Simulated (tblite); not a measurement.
Start geometry of `C=C[C@H](F)[CH]F` [radical] from a force field or distance geometry (Å):
```
atom  x, y, z in Å
C1     1.7398   -0.7449    0.0875
C2     0.7821    0.1357   -0.3001
C3    -0.4786    0.4037    0.4589
F4    -0.5473   -0.3132    1.5992
C5    -1.6866    0.1124   -0.3608
F6    -1.8552    0.6232   -1.6085
H7     1.6252   -1.3291    0.9909
H8     2.6357   -0.8814   -0.4992
H9     0.9438    0.6984   -1.2029
H10   -0.5114    1.4603    0.7541
H11   -2.6422   -0.1625    0.0550
```

Question: What comes out of this run: GFN2-xTB geometry optimisation, gas phase in tblite 0.8.0?

Answer: 
```
atom  x, y, z in Å
C1     1.5345   -0.8460    0.0567
C2     0.7803    0.1847   -0.2781
C3    -0.4570    0.6053    0.4860
F4    -0.4622    0.0527    1.7472
C5    -1.6423    0.1248   -0.2628
F6    -2.0556    0.8782   -1.2917
H7     1.3307   -1.4313    0.9374
H8     2.3957   -1.1239   -0.5256
H9     0.9661    0.7787   -1.1608
H10   -0.4863    1.6967    0.6101
H11   -1.8987   -0.9172   -0.3445
```

The energy falls by 4.1 kcal/mol over 102 L-BFGS steps, the largest force on an atom goes from 2.65 to 0.010 eV/Å, and the atoms move by 0.432 Å rms after alignment. The bond that changes most is C1=C2 (ends: carbon bonded to C and 2 H; carbon bonded to 2 C and H), which shortens by 0.037 Å. Bonds longer at the end by more than 0.005 Å: 2 of 10; shorter: 3. Among the angles that change most is C3–C5–F6, from 122.2° to 116.9°. Among the dihedrals that turn most is C2–C3–C5–H11, from 154° to 69°. Rotational constants go from 5572, 2526, 1850 to 5625, 2522, 1929 MHz. The orientation of the end geometry is arbitrary; only internal coordinates are fixed.

Its GFN2-xTB frequencies are all real (lowest 64 cm⁻¹).

One conformer stands for the species.

These are computed values.
